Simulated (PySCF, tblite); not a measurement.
# C₃H₅O radical: geometry, infrared bands and EPR parameters

Wanted: the infrared bands and EPR parameters of C₃H₅O radical (`C=C[CH]O`), by calculation.

Computed with tblite 0.8.0 and PySCF 2.14.0, with density-fitted response routines of our own, on a single molecule in the gas phase. Atoms count from 0, in the outputs and in this text.

### Step 1. The starting structure

9 atoms, charge 0, multiplicity 2; geometry from: force field or distance geometry start.

Bonds of the start (Å): C0–C1 1.33, C1–C2 1.44, C2–O3 1.36, C0–H4 1.09, C0–H5 1.09, C1–H6 1.09, C2–H7 1.07, O3–H8 0.96.

### Step 2. Relaxing the molecule with GFN2-xTB

Job settings and geometry (Å):

```
{"job": {"kind": "relax", "xc": "GFN2-xTB", "basis": "xTB"}, "charge": 0, "multiplicity": 2}
C     -1.472600     0.317600     0.062400
C     -0.163500     0.414400    -0.124300
C      0.707800    -0.735000    -0.071900
O      2.038900    -0.561200    -0.273400
H     -2.106100     1.206400     0.034800
H     -1.980700    -0.629100     0.245000
H      0.285400     1.387900    -0.299500
H      0.405400    -1.749100     0.098300
H      2.298900     0.354100    -0.414900
```

Launch:

```bash
OMP_NUM_THREADS=1 python probes_run.py task.json out
```

This one command runs all jobs of the session in turn.

**Question.** This job is followed by: GFN2-xTB harmonic vibrations, gas phase; UKS B3LYP, pcH-1 on C H O, non-relativistic, mean-field spin-orbit, GIAO. What will the session give for the following? strongest single infrared mode (GFN2-xTB); zero-point energy (GFN2-xTB); g(iso) (B3LYP); ⟨S²⟩; largest a(iso); potential on the surface of density 0.002 e/bohr³, 1st and 99th percentile.

**Answer**, as computed:

| quantity | value |
| --- | --- |
| strongest single infrared mode (GFN2-xTB) | 1081 cm⁻¹, 197 km/mol |
| zero-point energy (GFN2-xTB) | 43.6 kcal/mol |
| g(iso) (B3LYP) | 2.00300 |
| ⟨S²⟩ | 0.773 (exact 0.75) |
| largest a(iso) | 13C on C0, 53.4 MHz |
| potential on the surface of density 0.002 e/bohr³, 1st and 99th percentile | -1.17 V and 2.61 V |

In words: Relaxing lowered the energy by 0.165 eV in 25 steps; the close pair that moved most is C1–C2, from 1.443 to 1.377 Å. No mode is imaginary among the 21: a minimum at this level. The strongest single mode, at 1081 cm⁻¹, has its largest shares on H8, O3 and H7 (the list is cut at 3 atoms). Unscaled tight-binding wavenumbers are off by several per cent, some by more. Its intensities can rank the bands wrongly. The largest spin populations lie on C0 (0.66 e), C2 (0.55 e). The isotropic g lies 0.7 ppt above the free-electron value. The conformer search found further structures of the same energy, which may be mirror or relabelled copies of this one.
